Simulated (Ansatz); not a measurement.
# What a trial cell of PPb2 relaxes into

Computed with DFT PBE, scalar-relativistic, plane waves, PAW in Ansatz. Cutoff 420 eV, Γ-centred k mesh, Gaussian smearing, no spin polarisation in the final step.

The start puts PPb2 on the fluorite structure type (Fm-3m, No. 225), with P in place of Ca, Pb in place of F, at a guessed volume.

```
CELL_PARAMETERS angstrom
0.00000 3.38053 3.38053
3.38053 0.00000 3.38053
3.38053 3.38053 0.00000
ATOMIC_POSITIONS crystal
P 0.00000 0.00000 0.00000
Pb 0.25000 0.25000 0.25000
Pb 0.75000 0.75000 0.75000
```

Cell and atoms relax at zero pressure; the relaxation can't lower the symmetry of the start. After a coarse first stage the cell is made exact in the group found at 0.06 Å.

Energies over the elements count from the elements' standard structures at the same level, with no empirical corrections.

Describe the relaxed structure.

It keeps Fm-3m (No. 225). The result has the fluorite structure. Conventional cell: a = 7.125 Å. P has 8 Pb at 3.09 Å; around Pb lie 4 P at 3.09 Å and 6 Pb at 3.56 Å.

Space group Fm-3m (No. 225). a = 7.125 Å, b = 7.125 Å, c = 7.125 Å, α = 90.00°, β = 90.00°, γ = 90.00°
| atom | site | symmetry | x | y | z |
| --- | --- | --- | --- | --- | --- |
| P | 4a | m-3m | 0.0000 | 0.0000 | 0.0000 |
| Pb | 8c | -43m | 0.2500 | 0.7500 | 0.7500 |

What are its volume, energy, density and gap?

The volume per atom is 30.14 Å³. The density is 8.18 g/cm³ and the energy over the elements is 0.23 eV/atom. The gap on the 12×12×12 mesh is 0 eV (a metal).

The final run used a 12×12×12 mesh on its 3-atom cell and 0.10 eV smearing. For metals, differences of a few meV/atom aren't resolved. Spin–orbit coupling is left out. A structure relaxed within its symmetry needn't be a true minimum.

Cost: 3 runs of about 0.27 core-minutes in all, on Intel Xeon 6975P-C (Granite Rapids) (shared hosts).